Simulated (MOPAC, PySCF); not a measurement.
C₃H₄, SMILES `C=C=C`, neutral singlet in the gas phase. 

Cartesian coordinates (Å):
```xyz
7

C     -1.2983    -0.0020     0.0446
C      0.0000     0.0000     0.0001
C      1.2983     0.0021    -0.0446
H     -1.8847    -0.4639    -0.7430
H     -1.8308     0.4577     0.8707
H      1.8750    -0.8043     0.3965
H      1.8405     0.8104    -0.5242
```
Charge 0, spin multiplicity 1.

All levels are single points at this geometry (PBE0-D3(BJ)/def2-TZVP); Pople sets use spherical d functions. Orbital energies aren't observables, and empty levels follow the basis.

ωB97X-D3(BJ)/def2-TZVP in PySCF gives HOMO (eV) = -10.16.

Q: Estimate the HOMO (eV) from each of these levels: B3LYP/3-21G in PySCF; B3LYP/6-31G* in PySCF; PBE/6-31G* in PySCF; SVWN5/6-31G* in PySCF; HF/6-31G* in PySCF; AM1 in MOPAC; PM3 in MOPAC; PM7 in MOPAC.

A: 
| level | HOMO (eV) |
|---|---|
| B3LYP/3-21G in PySCF | -7.26 |
| B3LYP/6-31G* in PySCF | -7.17 |
| PBE/6-31G* in PySCF | -6.21 |
| SVWN5/6-31G* in PySCF | -6.32 |
| HF/6-31G* in PySCF | -10.14 |
| AM1 in MOPAC | -10.17 |
| PM3 in MOPAC | -10.18 |
| PM7 in MOPAC | -10.43 |
